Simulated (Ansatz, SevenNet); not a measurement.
LO phonon frequency at X of zinc-blende ZnS: levels of theory against measurement

Reference value: 330 ± 3 cm⁻¹ (measured, room temperature, not corrected to a static lattice; as tabulated in Vagelatos et al., J. Chem. Phys. (1974)).

Problem. Put these levels in order of the LO phonon frequency at X that they give for zinc-blende ZnS, smallest first: B3LYP (VWN-RPA form) (Ansatz, an electronic-structure program), PBE0 (Ansatz), SevenNet-0.

Solution. SevenNet-0 (296 cm⁻¹), B3LYP (VWN-RPA form) (313 cm⁻¹), PBE0 (325 cm⁻¹)

Unless a cell is named, each level is at its own relaxed cell (SevenNet-0 20.25, B3LYP (VWN-RPA form) 20.74, PBE0 19.90 Å³/atom).

Differences against the reference: SevenNet-0 -10.3 %, B3LYP (VWN-RPA form) -5.2 %, PBE0 -1.5 %.

The reference isn't brought to a static lattice, while the calculations are for one, so the differences are not the levels' errors alone.  Each level is taken at its own relaxed cell. Ansatz's density-functional and Hartree–Fock values are scalar-relativistic unless marked +SOC, with PAW data made under PBE.

Machine-learned potentials (SevenNet-0) are trained on DFT data: a solid inside that data is no test of them.

Differences are worked out from the printed values.
